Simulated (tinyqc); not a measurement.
G0W0 on RHF in the sto-3g basis, for H2O, spin multiplicity 1, step by step. One step of it, computed by the program tinyqc.

Task: Integrals over molecular orbitals. (pq|rs) = sum C_ip C_jq C_kr C_ls (ij|kl), one index at a time.

coefficients C:
```
              MO1        MO2        MO3        MO4       MO5        MO6        MO7
1O 1s    0.994511  -0.242114   0.000000   0.083349  0.000000   0.107921   0.000000
1O 2s    0.023477   0.905275   0.000000  -0.426342  0.000000  -0.620259   0.000000
1O 2px   0.000000   0.000000   0.000000   0.000000  1.000000   0.000000   0.000000
1O 2py   0.000000   0.000000   0.588343   0.000000  0.000000   0.000000   0.925861
1O 2pz   0.002525   0.064316   0.000000   0.777036  0.000000  -0.676635   0.000000
2H 1s   -0.004192   0.138678   0.454293   0.334882  0.000000   0.694718  -0.691796
3H 1s   -0.004192   0.138678  -0.454293   0.334882  0.000000   0.694718   0.691796
```

core Hamiltonian H = T + V (hartree), lower triangle:
```
             1O 1s      1O 2s     1O 2px     1O 2py     1O 2pz      2H 1s      3H 1s
1O 1s   -32.528021
1O 2s    -7.567146  -9.153434
1O 2px    0.000000   0.000000  -7.307254
1O 2py    0.000000   0.000000   0.000000  -7.422865
1O 2pz   -0.010894  -0.134405   0.000000   0.000000  -7.348958
2H 1s    -1.075371  -2.599789   0.000000  -1.668988  -1.032039  -4.323916
3H 1s    -1.075371  -2.599789   0.000000   1.668988  -1.032039  -0.720877  -4.323916
```

Two-electron integrals (ij|kl) in chemists' order, unique and non-zero (hartree):
```
(11|11) 4.785065    (21|11) 0.741380    (21|21) 0.136873    (22|11) 1.118947
(22|21) 0.256633    (22|22) 0.817206    (31|31) 0.024477    (32|31) 0.037809
(32|32) 0.180518    (33|11) 1.115814    (33|21) 0.256684    (33|22) 0.817023
(33|33) 0.880159    (41|41) 0.024477    (42|41) 0.037809    (42|42) 0.180518
(43|43) 0.047444    (44|11) 1.115814    (44|21) 0.256684    (44|22) 0.817023
(44|33) 0.785270    (44|44) 0.880159    (51|51) 0.024477    (52|51) 0.037809
(52|52) 0.180518    (53|53) 0.047444    (54|54) 0.047444    (55|11) 1.115814
(55|21) 0.256684    (55|22) 0.817023    (55|33) 0.785270    (55|44) 0.785270
(55|55) 0.880159    (61|11) 0.105651    (61|21) 0.019359    (61|22) 0.036130
(61|33) 0.036060    (61|41) 0.000754    (61|42) 0.001424    (61|44) 0.036219
(61|51) 0.000453    (61|52) 0.000855    (61|54) 0.000096    (61|55) 0.036117
(61|61) 0.002773    (62|11) 0.280911    (62|21) 0.065341    (62|22) 0.233329
(62|33) 0.229194    (62|41) 0.004205    (62|42) 0.033388    (62|44) 0.238141
(62|51) 0.002526    (62|52) 0.020053    (62|54) 0.005374    (62|55) 0.232421
(62|61) 0.009440    (62|62) 0.085498    (63|31) 0.006539    (63|32) 0.039139
(63|43) 0.006767    (63|53) 0.004064    (63|63) 0.011617    (64|11) 0.182160
(64|21) 0.042888    (64|22) 0.163516    (64|33) 0.156263    (64|41) 0.008940
(64|42) 0.061048    (64|44) 0.175704    (64|51) 0.001442    (64|52) 0.013159
(64|54) 0.007612    (64|55) 0.158394    (64|61) 0.006443    (64|62) 0.072851
(64|64) 0.072990    (65|11) 0.109406    (65|21) 0.025759    (65|22) 0.098209
(65|33) 0.093852    (65|41) 0.001442    (65|42) 0.013159    (65|44) 0.097400
(65|51) 0.007406    (65|52) 0.047042    (65|54) 0.008898    (65|55) 0.103260
(65|61) 0.003870    (65|62) 0.043755    (65|64) 0.036861    (65|65) 0.033756
(66|11) 0.448626    (66|21) 0.106018    (66|22) 0.436092    (66|33) 0.419340
(66|41) 0.008139    (66|42) 0.091063    (66|44) 0.455883    (66|51) 0.004888
(66|52) 0.054693    (66|54) 0.021948    (66|55) 0.432522    (66|61) 0.015415
(66|62) 0.209603    (66|64) 0.203856    (66|65) 0.122436    (66|66) 0.774606
(71|11) 0.105651    (71|21) 0.019359    (71|22) 0.036130    (71|33) 0.036060
(71|41) -0.000754   (71|42) -0.001424   (71|44) 0.036219    (71|51) 0.000453
(71|52) 0.000855    (71|54) -0.000096   (71|55) 0.036117    (71|61) 0.002724
(71|62) 0.009094    (71|64) 0.005729    (71|65) 0.003733    (71|66) 0.014720
(71|71) 0.002773    (72|11) 0.280911    (72|21) 0.065341    (72|22) 0.233329
(72|33) 0.229194    (72|41) -0.004205   (72|42) -0.033388   (72|44) 0.238141
(72|51) 0.002526    (72|52) 0.020053    (72|54) -0.005374   (72|55) 0.232421
(72|61) 0.009094    (72|62) 0.065395    (72|64) 0.039184    (72|65) 0.032395
(72|66) 0.126329    (72|71) 0.009440    (72|72) 0.085498    (73|31) 0.006539
(73|32) 0.039139    (73|43) -0.006767   (73|53) 0.004064    (73|63) 0.008470
(73|73) 0.011617    (74|11) -0.182160   (74|21) -0.042888   (74|22) -0.163516
(74|33) -0.156263   (74|41) 0.008940    (74|42) 0.061048    (74|44) -0.175704
(74|51) -0.001442   (74|52) -0.013159   (74|54) 0.007612    (74|55) -0.158394
(74|61) -0.005729   (74|62) -0.039184   (74|64) -0.015585   (74|65) -0.019066
(74|66) -0.070507   (74|71) -0.006443   (74|72) -0.072851   (74|74) 0.072990
(75|11) 0.109406    (75|21) 0.025759    (75|22) 0.098209    (75|33) 0.093852
(75|41) -0.001442   (75|42) -0.013159   (75|44) 0.097400    (75|51) 0.007406
(75|52) 0.047042    (75|54) -0.008898   (75|55) 0.103260    (75|61) 0.003733
(75|62) 0.032395    (75|64) 0.019066    (75|65) 0.024279    (75|66) 0.067786
(75|71) 0.003870    (75|72) 0.043755    (75|74) -0.036861   (75|75) 0.033756
(76|11) 0.071877    (76|21) 0.016857    (76|22) 0.064932    (76|33) 0.063588
(76|44) 0.065143    (76|51) 0.001047    (76|52) 0.009795    (76|55) 0.065995
(76|61) 0.002401    (76|62) 0.022860    (76|64) 0.017069    (76|65) 0.013196
(76|66) 0.057136    (76|71) 0.002401    (76|72) 0.022860    (76|74) -0.017069
(76|75) 0.013196    (76|76) 0.007637    (77|11) 0.448626    (77|21) 0.106018
(77|22) 0.436092    (77|33) 0.419340    (77|41) -0.008139   (77|42) -0.091063
(77|44) 0.455883    (77|51) 0.004888    (77|52) 0.054693    (77|54) -0.021948
(77|55) 0.432522    (77|61) 0.014720    (77|62) 0.126329    (77|64) 0.070507
(77|65) 0.067786    (77|66) 0.265246    (77|71) 0.015415    (77|72) 0.209603
(77|74) -0.203856   (77|75) 0.122436    (77|76) 0.057136    (77|77) 0.774606
```

Give: one-electron integrals over orbitals h = C^T H C; Two-electron integrals over orbitals.

Result:

one-electron integrals over orbitals h = C^T H C (hartree), lower triangle:
```
         1       2       3       4       5       6       7
1  -32.512
2    0.575  -7.529
3    0.000   0.000  -5.841
4   -0.183   0.526   0.000  -6.543
5    0.000   0.000   0.000   0.000  -7.307
6   -0.250   1.156   0.000   1.340   0.000  -5.134
7    0.000   0.000  -1.824   0.000   0.000   0.000  -5.536
```

Two-electron integrals over orbitals (pq|rs), unique and non-zero (hartree):
```
(11|11) 4.747       (21|11) -0.434      (21|21) 0.063       (22|11) 1.027
(22|21) -0.016      (22|22) 0.724       (31|31) 0.010       (32|31) 0.016
(32|32) 0.126       (33|11) 0.736       (33|21) -4.61e-03   (33|22) 0.598
(33|33) 0.574       (41|11) 0.148       (41|21) -0.020      (41|22) 0.011
(41|33) 4.71e-03    (41|41) 0.023       (42|11) -0.141      (42|21) 0.007
(42|22) -0.031      (42|33) 3.33e-03    (42|41) 0.020       (42|42) 0.131
(43|31) -1.72e-03   (43|32) 0.032       (43|43) 0.056       (44|11) 0.939
(44|21) -0.011      (44|22) 0.666       (44|33) 0.554       (44|41) -0.009
(44|42) -0.094      (44|44) 0.701       (51|51) 0.026       (52|51) 0.034
(52|52) 0.153       (53|53) 0.025       (54|51) -0.011      (54|52) -0.040
(54|54) 0.046       (55|11) 1.115       (55|21) -0.012      (55|22) 0.758
(55|33) 0.586       (55|41) 4.13e-03    (55|42) -0.077      (55|44) 0.691
(55|55) 0.880       (61|11) 0.193       (61|21) -0.029      (61|22) 3.66e-03
(61|33) -7.36e-05   (61|41) -3.74e-03   (61|42) -0.020      (61|44) 0.014
(61|55) 0.005       (61|61) 0.023       (62|11) -0.256      (62|21) 0.006
(62|22) -0.125      (62|33) -0.056      (62|41) -0.018      (62|42) -0.036
(62|44) -0.065      (62|55) -0.137      (62|61) 0.009       (62|62) 0.090
(63|31) -1.89e-03   (63|32) 0.045       (63|43) 0.044       (63|63) 0.086
(64|11) -0.273      (64|21) 3.54e-03    (64|22) -0.134      (64|33) -0.045
(64|41) -2.62e-03   (64|42) 0.039       (64|44) -0.133      (64|55) -0.153
(64|61) -5.84e-04   (64|62) 0.064       (64|64) 0.098       (65|51) -0.013
(65|52) -0.051      (65|54) -0.007      (65|65) 0.033       (66|11) 0.742
(66|21) -0.007      (66|22) 0.571       (66|33) 0.532       (66|41) 0.017
(66|42) 0.048       (66|44) 0.530       (66|55) 0.558       (66|61) -0.008
(66|62) -0.081      (66|64) -0.050      (66|66) 0.560       (71|31) 0.014
(71|32) 0.022       (71|43) -2.46e-03   (71|63) -2.21e-03   (71|71) 0.020
(72|31) 0.015       (72|32) 0.060       (72|43) -0.025      (72|63) -0.026
(72|71) 0.020       (72|72) 0.072       (73|11) 0.376       (73|21) -0.007
(73|22) 0.177       (73|33) 0.087       (73|41) 2.72e-05    (73|42) -0.069
(73|44) 0.149       (73|55) 0.208       (73|61) 4.97e-03    (73|62) -0.068
(73|64) -0.101      (73|66) 0.043       (73|73) 0.158       (74|31) -0.007
(74|32) -0.066      (74|43) -0.015      (74|63) -0.059      (74|71) -0.010
(74|72) -0.018      (74|74) 0.067       (75|53) 0.024       (75|75) 0.026
(76|31) -0.007      (76|32) -0.086      (76|43) -0.066      (76|63) -0.077
(76|71) -0.010      (76|72) -1.46e-03   (76|74) 0.059       (76|76) 0.116
(77|11) 0.850       (77|21) -0.009      (77|22) 0.610       (77|33) 0.572
(77|41) 3.21e-03    (77|42) -0.024      (77|44) 0.579       (77|55) 0.613
(77|61) 4.00e-03    (77|62) -0.061      (77|64) -0.057      (77|66) 0.537
(77|73) 0.108       (77|77) 0.596
```
